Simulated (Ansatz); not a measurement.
# SiO (singlet): from Hartree-Fock to the top rungs, cc-pVTZ

One table from this session's results is given with a row withheld; the runs are named, their logs left out.

Computed with Ansatz 0.2.0, Gaussian basis. Level: cc-pVTZ, core rule «outside noble gas», up to 6 orbitals frozen.

The runs, in order: UHF; CCSD(T) on RHF; BCCD(T) on RHF; CISD; CCSDT(Q) on RHF; CASSCF and MRCISD+Q, 10 electrons in 8 orbitals; CASSCF and NEVPT2, 10 electrons in 8 orbitals.

1 further run of the same task is left out (set aside as unsound or not needed).

## The geometry

The geometry is a PBE0/def2-TZVP stationary point (not a proven minimum).

2 atoms, charge 0, spin multiplicity 1.

Atoms are counted from 1 here; the program's logs count them from 0.

Bond lengths: Si1–O2 1.509 Å.

Set-up of the first run:

Contents of in.yaml:

```yaml
crystal:
  periodic: [false, false, false]
  atoms:
    - {symbol: Si, position_ang: [0.000000, 0.000000, 0.000000]}
    - {symbol: O, position_ang: [0.000000, 0.000000, 1.508831]}
basis:
  gaussian: {orbitals: cc-pVTZ}
magnetization: {spin_polarized: true, initial_magnetization: 0}
hamiltonian: {xc: hf}
output: {orbitals: {seedname: orbitals}}
```

On the command line:

```bash
> ansatz run in.yaml --threads 1 --pin off --events-out ev --progress --plain --max-ram 2176MiB
```

Among the steps run: UHF; CCSD(T) on RHF; BCCD(T) on RHF; CISD; CCSDT(Q) on RHF; CASSCF and MRCISD+Q, 10 electrons in 8 orbitals; CASSCF and NEVPT2, 10 electrons in 8 orbitals.

One table of the session follows, with a row left open; its other results are not shown here.

```
          method  from RCCSDT(Q) (kcal/mol)
             RHF                    +224.42
            RMP2                     +13.37
            CISD                     +28.81
           RCCSD                     +12.29
        RCCSD(T)                      +1.21
         BCCD(T)                          ?
          RCCSDT                      +1.06
       RCCSDT(Q)                          0
  CASSCF valence                    +147.87
  NEVPT2 valence                     +32.94
  MRCISD valence                     +12.49
MRCISD+Q valence                      +3.07
```

Estimate the missing values for BCCD(T).

**Answer.** from RCCSDT(Q) (kcal/mol): +1.11. In the column «from RCCSDT(Q) (kcal/mol)» it lies between RCCSDT (+1.06) and RCCSD(T) (+1.21).

With the free atoms at the same levels and basis (separate runs), the atomisation energy is 7.847 eV at RCCSDT(Q), 7.826 eV at RCCSD(T), 4.647 eV at RHF.
